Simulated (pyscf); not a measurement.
H₂O + HO–PH• → HO–PH–OH + H• (substitution at O; doublet surface; H–O broken, O–P formed). Single points on ωB97X-D3(BJ)/def2-SVP structures (PySCF, gas phase). MP2 and CC: frozen core, UHF for open shells. ΔMP2 is the change of the MP2 total energy from the triple- to the quadruple-zeta basis. Energies in kcal/mol from the separated reactants.

```csv
level,barrier,reaction energy
ωB97X-D3(BJ)/def2-TZVP,43.8,+20.6
r²SCAN/def2-TZVP,35.4,+22.6
B3LYP-D3(BJ)/def2-TZVP,37.5,+24.3
MP2/def2-QZVPP,45.2,+19.2
CCSD/def2-TZVPP,49.6,+25.6
CCSD(T)/def2-TZVPP,[?],+24.3
CCSD(T)/def2-TZVPP + ΔMP2(QZVPP),[?],[?]
```

Problem. Fill in the missing entries.

Solution. 
- CCSD(T)/def2-TZVPP, barrier: 46.3
- CCSD(T)/def2-TZVPP + ΔMP2(QZVPP), barrier: 45.8
- CCSD(T)/def2-TZVPP + ΔMP2(QZVPP), reaction energy: +24.0

On the reactant side the descent ends in a complex, 7.4 kcal/mol under the separated species and 51.2 kcal/mol under the saddle at ωB97X-D3(BJ)/def2-TZVP. One saddle was located; it need not be the lowest between these sides. The angle at the attacked O is 150°. The CCSD(T) − MP2 part came from Ansatz, without density fitting, on the same reference.
